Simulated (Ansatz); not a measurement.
# B3LYP/def2-SVP run of SClO2F (sulfuryl chloride fluoride)

Aim: the vertical singlet–triplet gap of SClO2F (sulfuryl chloride fluoride) at B3LYP/def2-SVP, from 2 runs. 

Program for the calculation: Ansatz 0.2.0.

64 further runs of the same task are left out: 64 set aside as unsound or not needed.

**1. The system as given**

The species is SClO2F (5 atoms), meant as a singlet with charge 0. As SMILES, `O=S(=O)(F)Cl`. The shape is that of a PBE0-D4/def2-TZVP optimisation.

Bond lengths: O1–S2 1.410 Å, S2–O3 1.410 Å, S2–F4 1.551 Å, S2–Cl5 1.994 Å. Angles: O1–S2–O3 123.8°, O1–S2–F4 107.1°, O1–S2–Cl5 108.9°, O3–S2–F4 107.1°, O3–S2–Cl5 108.9°, F4–S2–Cl5 97.8°.

**2. The energy at B3LYP/def2-SVP**

run.yaml reads:

```yaml
crystal:
  periodic: [false, false, false]
  atoms:
    - {symbol: O, position_ang: [-0.123540, -0.162690, 1.503010]}
    - {symbol: S, position_ang: [0.100210, -0.145140, 0.111160]}
    - {symbol: O, position_ang: [1.158000, -0.828940, -0.522160]}
    - {symbol: F, position_ang: [-1.214690, -0.608760, -0.568390]}
    - {symbol: Cl, position_ang: [0.080010, 1.745540, -0.523620]}
basis:
  gaussian:
    orbitals: def2-SVP
hamiltonian:
  xc: {name: B3LYP}
accuracy: high
output:
  orbitals: {seedname: orbitals}
```

On the command line:

```console
$ ansatz run run.yaml --threads 1 --pin off --max-ram 3480MiB --events-out events.jsonl --progress --plain --runs-dir runs
```

The log of the run:

```text
Warning: RAYON_NUM_THREADS=1 ignored (pool sized by the plan → 1); use --threads N
Functional definition: B3LYP
  name "B3LYP"
  parameter a0 = 0.2
  parameter ax = 0.72
  parameter ac = 0.81
  exchange = (1 - a0 - ax)*slater_x + ax*b88_x + a0*exact_x
  correlation = (1 - ac)*vwn_rpa_c + ac*lyp_c
1568 factors; integrals over basis functions are off by at most 3.1e-9 eV
mean field evaluation 1: about -30143.2882 eV, gradient 7.9e1 eV
mean field evaluation 2: about -30107.8377 eV, gradient 1.6e2 eV
mean field evaluation 4: about -30153.7466 eV, gradient 9.5e0 eV
mean field evaluation 8: about -30154.1740 eV, gradient 9.3e-1 eV
mean field evaluation 16: about -30154.1759 eV, gradient 3.8e-5 eV
mean field -30154.17589299 eV, -1108.1455248328 hartree, gradient 8.9e-8 eV, S^2 0.000000; 0 other end points of the search recorded, 0 dependent functions left out
reference -30154.17591642 eV, -1108.1455256940 hartree; 29, 29 occupied and 49, 49 virtual orbitals, 1568 factors
Total energy: -30154.17591642 eV, -1108.1455256940 hartree
```

Run time: 5.7 s. Hardware: 1 thread of Arm Neoverse V2, shared host; peak memory 0.24 GiB.

**3. The triplet**

molecule.yaml reads:

```yaml
crystal:
  periodic: [false, false, false]
  atoms:
    - {symbol: O, position_ang: [-0.123540, -0.162690, 1.503010]}
    - {symbol: S, position_ang: [0.100210, -0.145140, 0.111160]}
    - {symbol: O, position_ang: [1.158000, -0.828940, -0.522160]}
    - {symbol: F, position_ang: [-1.214690, -0.608760, -0.568390]}
    - {symbol: Cl, position_ang: [0.080010, 1.745540, -0.523620]}
basis:
  gaussian: {orbitals: def2-SVP}
magnetization: {spin_polarized: true, initial_magnetization: 2}
hamiltonian: {xc: {name: B3LYP}}
accuracy: high
output: {orbitals: {seedname: orbitals}}
```

On the command line:

```console
$ ansatz run molecule.yaml --threads 1 --pin off --max-ram 3480MiB --events-out events.jsonl --progress --plain --runs-dir runs
```

The log of the run:

```text
Warning: RAYON_NUM_THREADS=1 ignored (pool sized by the plan → 1); use --threads N
[... 7 set-up lines as earlier in the session ...]
1568 factors; integrals over basis functions are off by at most 3.1e-9 eV
mean field evaluation 1: about -30137.0012 eV, gradient 5.5e1 eV
mean field evaluation 2: about -30092.2427 eV, gradient 1.2e2 eV
mean field evaluation 4: about -30147.3059 eV, gradient 1.5e1 eV
mean field evaluation 8: about -30148.2151 eV, gradient 6.0e-1 eV
mean field evaluation 16: about -30148.5182 eV, gradient 1.2e-2 eV
mean field evaluation 32: about -30148.5182 eV, gradient 2.1e-6 eV
mean field -30148.51822361 eV, -1107.9376093180 hartree, gradient 5.5e-8 eV, S^2 2.006411; 6 other end points of the search recorded, 0 dependent functions left out
reference -30148.51824741 eV, -1107.9376101928 hartree; 30, 28 occupied and 48, 50 virtual orbitals, 1568 factors
Total energy: -30148.51824741 eV, -1107.9376101928 hartree
```

It took 17 s on 1 thread of Arm Neoverse V2, shared host; peak memory 0.36 GiB.

**4. What came out**

Level: B3LYP/def2-SVP.

| quantity | value |
| --- | --- |
| singlet: total energy | -1108.14553 Eh |
| singlet: HOMO energy | -9.51 eV |
| singlet: LUMO energy | -1.98 eV |
| singlet: HOMO–LUMO gap | 7.53 eV |
| triplet: total energy | -1107.93761 Eh |
| triplet: HOMO energy (highest over α and β) | -3.75 eV |
| triplet: ⟨S²⟩ | 2.006 |
| vertical energy of the triplet above the singlet | 5.658 eV |

**Reading.** At this shape the triplet lies 5.66 eV (546 kJ/mol) above the singlet.
